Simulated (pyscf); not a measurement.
Optimised with ωB97X-D3(BJ)/def2-SVP in PySCF.

Question: For the elementary gas-phase step Cl–SiH•–Cl (SMILES Cl[SiH]Cl) + H₂O (SMILES O) → HO–SiH(Cl)–Cl (SMILES O[SiH](Cl)Cl) + H• (SMILES [H]) (doublet surface; H–O broken, O–Si formed), what barrier and reaction energy does ωB97M-D3(BJ)/def2-TZVP give, measured from the separated reactants?

Answer: ΔE‡ = 19.7 kcal/mol, ΔE = -11.0 kcal/mol. Zero-point energy shifts the barrier by -3.0 kcal/mol. It is a substitution at O, with an imaginary mode of 1897i cm⁻¹. On the reactant side the descent ends in a complex (not fully relaxed), 5.1 kcal/mol under the separated species and 28.2 kcal/mol under the saddle at ωB97X-D3(BJ)/def2-TZVP. At ωB97X-D3(BJ) the barrier from the zero used here is 23.1 kcal/mol. This is the saddle that the search found; another between the same sides may lie lower. The angle at the attacked O is 142°.
